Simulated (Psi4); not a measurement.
# One shape, several levels: doublet [SiH2O2]+

We compute a comparison of 4 runs (UHF/aug-cc-pVDZ, UDSD-PBEP86/aug-cc-pVDZ, UMP3/aug-cc-pVDZ, UCCSD/aug-cc-pVDZ) of doublet [SiH2O2]+. 

The results are computed with Psi4 1.11.

**1. The molecule**

[SiH2O2]+: 5 atoms, total charge +1, spin state doublet. As SMILES of the parent species, `O[Si]O`. Geometry: relaxed at PBE0-D4/def2-TZVP. This is one conformer, not always the lowest. That shape belongs to the parent species and isn't relaxed for this state.

Bond lengths: O1–Si2 1.642 Å, Si2–O3 1.663 Å, O1–H4 0.964 Å, O3–H5 0.960 Å. Angles: O1–Si2–O3 99.4°, Si2–O1–H4 117.5°, Si2–O3–H5 116.1°.

**2. A single-point energy at UHF/aug-cc-pVDZ (run 1)**

The input, h2o2si.xyz:

```xyz
5
H2O2Si
O     -1.443200    -0.105600    -0.275000
Si    -0.212000    -0.791300     0.567700
O      1.036000     0.187500     0.068600
H     -1.231900     0.648900    -0.836100
H      1.901100    -0.013100     0.433400
```

The input, job.py:

```python
import psi4

psi4.set_memory('2200 MB')
psi4.set_num_threads(1)
psi4.set_output_file('run.log', False)

with open('h2o2si.xyz') as f:
    atoms = ''.join(f.readlines()[2:])
geom = psi4.geometry('1 2\n' + atoms + 'symmetry c1\nno_reorient\nno_com')

psi4.set_options({
    'basis': 'aug-cc-pVDZ',
    'reference': 'uhf',
    'puream': True,
    'e_convergence': 1e-09,
    'd_convergence': 1e-08,
    'scf_type': 'pk',
    'maxiter': 100,
})

result, w = psi4.energy("scf", molecule=geom, return_wfn=True)
print('E =', round(result, 9))
for k, v in sorted(psi4.core.scalar_variables().items()):
    print(f'{k:45s} {v:18.10f}')
```

On the command line:

```bash
$ python job.py
```

run.log:

```text
[...]
  Running in c1 symmetry.
[...]
  Nuclear repulsion =  103.646253627355790
[...]
  Multiplicity = 2
[...]
  Nalpha       = 16
  Nbeta        = 15
[...]
    Number of basis functions: 91
[...]
   @UHF iter   1:  -439.41400205271430   -5.38136e-01   6.65234e-03 DIIS/ADIIS
[...]
   @UHF iter  16:  -439.58738720679412   -3.18323e-12   6.65473e-09 DIIS
[...]
   @S^2 Observed:                7.593980399E-01
[...]
  @UHF Final Energy:  -439.58738720679412
   => Energetics <=
    Nuclear Repulsion Energy =            103.6462536273557902
    One-Electron Energy =                -806.5058593943585947
    Two-Electron Energy =                 263.2722185602086711
    Total Energy =                       -439.5873872067941193
  UHF NO Occupations:
  HONO-2 :   14  A 1.9994747
  HONO-1 :   15  A 1.9963348
[...]
 Multipole Moments:
 ------------------------------------------------------------------------------------
     Multipole            Electronic (a.u.)      Nuclear  (a.u.)        Total (a.u.)
 ------------------------------------------------------------------------------------
 L = 1.  Multiply by 2.5417464519 to convert [e a0] to [Debye]
 Dipole X            :         10.9348020          -10.5000742            0.4347278
 Dipole Y            :         17.0787445          -18.4951275           -1.4163831
 Dipole Z            :         -9.9336613           11.1378568            1.2041955
 Magnitude           :                                                    1.9092449
[...]
```

On the terminal:

```text
E = -439.587387207
CURRENT ENERGY                                   -439.5873872068
CURRENT REFERENCE ENERGY                         -439.5873872068
DD SOLVATION ENERGY                                 0.0000000000
HF KINETIC ENERGY                                 439.0952218914
HF POTENTIAL ENERGY                              -878.6826090982
HF TOTAL ENERGY                                  -439.5873872068
HF VIRIAL RATIO                                     2.0011208624
NUCLEAR REPULSION ENERGY                          103.6462536274
ONE-ELECTRON ENERGY                              -806.5058593944
PCM POLARIZATION ENERGY                             0.0000000000
PE ENERGY                                           0.0000000000
SCF ITERATION ENERGY                             -439.5873872068
SCF ITERATIONS                                     16.0000000000
SCF TOTAL ENERGY                                 -439.5873872068
TWO-ELECTRON ENERGY                               263.2722185602
```

It took 5.7 s on 1 thread of AMD EPYC 7R43 (Zen 3), shared host; peak memory 0.39 GiB.

**3. A single-point energy at UDSD-PBEP86/aug-cc-pVDZ (density fitting for correlation) (run 2)**

The input, input.in:

```
memory 2.2 GB

molecule {
  1 2
  O     -1.443200    -0.105600    -0.275000
  Si    -0.212000    -0.791300     0.567700
  O      1.036000     0.187500     0.068600
  H     -1.231900     0.648900    -0.836100
  H      1.901100    -0.013100     0.433400
  symmetry c1
  no_reorient
  no_com
}

set {
  basis                aug-cc-pVDZ
  reference            uks
  puream               true
  e_convergence        1e-09
  d_convergence        1e-08
  scf_type             pk
  dft_radial_points    99
  dft_spherical_points 590
  num_frozen_docc      7
  maxiter              100
}

e_tot, wfn = energy("dsd-pbep86", return_wfn=True)
print_variables()
```

On the command line:

```bash
$ psi4 input.in input.out -n 1
```

input.out:

```text
[...]
  Running in c1 symmetry.
[...]
  Nuclear repulsion =  103.646253627355790
[...]
  Multiplicity = 2
[...]
  Nalpha       = 16
  Nbeta        = 15
[...]
    Number of basis functions: 91
[...]
   @UKS iter   1:  -439.88174081758615   -3.40645e-01   7.51010e-03 ADIIS/DIIS
[...]
   @UKS iter  15:  -440.08543100651815   -5.11591e-12   8.10516e-09 DIIS
[...]
   @S^2 Observed:                7.580107832E-01
[...]
  @UKS Final Energy:  -440.08543100651815
   => Energetics <=
    Nuclear Repulsion Energy =            103.6462536273557902
    One-Electron Energy =                -806.5511762374891305
    Two-Electron Energy =                 273.7694611860347322
    DFT Exchange-Correlation Energy =     -10.9499695824195502
    Empirical Dispersion Energy =           0.0000000000000000
    VV10 Nonlocal Energy =                  0.0000000000000000
    Total Energy =                       -440.0854310065181494
[...]
 Multipole Moments:
 ------------------------------------------------------------------------------------
     Multipole            Electronic (a.u.)      Nuclear  (a.u.)        Total (a.u.)
 ------------------------------------------------------------------------------------
 L = 1.  Multiply by 2.5417464519 to convert [e a0] to [Debye]
 Dipole X            :         10.9347823          -10.5000742            0.4347081
 Dipole Y            :         17.1549990          -18.4951275           -1.3401285
 Dipole Z            :         -9.9953056           11.1378568            1.1425512
 Magnitude           :                                                    1.8139291
[...]
```

Run time: 23 s. Hardware: 1 thread of AMD EPYC 7R43 (Zen 3), shared host; peak memory 1.1 GiB.

Run 3 isn't shown in full; the table further down has it.

**4. A single-point energy at UCCSD/aug-cc-pVDZ (run 4)**

The input, h2o2si.in:

```
memory 2200 mb

molecule mol {
  1 2
  O     -2.72725274    -0.19955508    -0.51967468
  Si    -0.40062194    -1.49534028     1.07279752
  O      1.95775627     0.35432365     0.12963521
  H     -2.32795361     1.22624328    -1.58000001
  H      3.59255834    -0.02475541     0.81900730
  units au
  symmetry c1
  no_reorient
  no_com
}

set globals {
  basis           aug-cc-pVDZ
  reference       uhf
  puream          true
  e_convergence   1e-09
  d_convergence   1e-08
  scf_type        pk
  num_frozen_docc 7
  maxiter         100
}

energy_value, wavefunction = energy('ccsd', return_wfn=True)
```

On the command line:

```bash
$ psi4 -n 1 h2o2si.in h2o2si.out
```

h2o2si.out:

```text
[...]
  Running in c1 symmetry.
[...]
  Nuclear repulsion =  103.646253707904961
[...]
  Multiplicity = 2
[...]
  Nalpha       = 16
  Nbeta        = 15
[...]
    Number of basis functions: 91
[...]
   @UHF iter   1:  -439.41400205343081   -5.38136e-01   6.65234e-03 ADIIS/DIIS
[...]
   @UHF iter  16:  -439.58738720718418   -3.46745e-12   6.65473e-09 DIIS
[...]
   @S^2 Observed:                7.593980399E-01
[...]
  @UHF Final Energy:  -439.58738720718418
   => Energetics <=
    Nuclear Repulsion Energy =            103.6462537079049611
    One-Electron Energy =                -806.5058595511320618
    Two-Electron Energy =                 263.2722186360429077
    Total Energy =                       -439.5873872071841788
  UHF NO Occupations:
  HONO-2 :   14  A 1.9994747
  HONO-1 :   15  A 1.9963348
[...]
 Multipole Moments:
 ------------------------------------------------------------------------------------
     Multipole            Electronic (a.u.)      Nuclear  (a.u.)        Total (a.u.)
 ------------------------------------------------------------------------------------
 L = 1.  Multiply by 2.5417464519 to convert [e a0] to [Debye]
 Dipole X            :         10.9348020          -10.5000742            0.4347278
 Dipole Y            :         17.0787444          -18.4951275           -1.4163830
 Dipole Z            :         -9.9336614           11.1378568            1.2041955
 Magnitude           :                                                    1.9092448
[...]
      * MP2 total energy                      = -440.054863431112665
[...]
      * CCSD total energy                     = -440.065766377254931
[...]
```

It took 70 s on 1 thread of AMD EPYC 7R43 (Zen 3), shared host; peak memory 0.71 GiB.

**5. The series**

```tsv
run	level	frozen core orbitals	fitting correlation	energy (Eh)	HOMO energy (eV)	LUMO energy (eV)	⟨S²⟩	wall time
1	UHF/aug-cc-pVDZ	0	–	-439.587387	-19.76	-7.89	0.759	5.7 s
2	UDSD-PBEP86/aug-cc-pVDZ (density fitting for correlation)	7	density fitting	-440.332925	-18.42	-9.59	0.758	23 s
3	UMP3/aug-cc-pVDZ	7	none	-440.055920	-19.76	-7.89	0.759	20 s
4	UCCSD/aug-cc-pVDZ	7	none	-440.065766	-19.76	-7.89	0.759	70 s
```

**6. Outcome**

| quantity | value |
| --- | --- |
| run 4: total energy | -440.06577 Eh |
| run 4: HOMO energy (Hartree–Fock orbitals) (highest over α and β) | -19.76 eV |
| run 4: LUMO energy (Hartree–Fock orbitals) (lowest over α and β) | -7.89 eV |
| run 4: correlation energy (7 core orbitals frozen) | -478.4 mEh |
| run 4: ⟨S²⟩ of the reference determinant | 0.759 |
| run 4: T1 diagnostic | 0.032 |

What this shows: Below the UHF energy at the same shape and in the same basis (aug-cc-pVDZ): UMP3 -468.5 mEh; UCCSD -478.4 mEh. All runs together took 2 min, the longest 70 s.
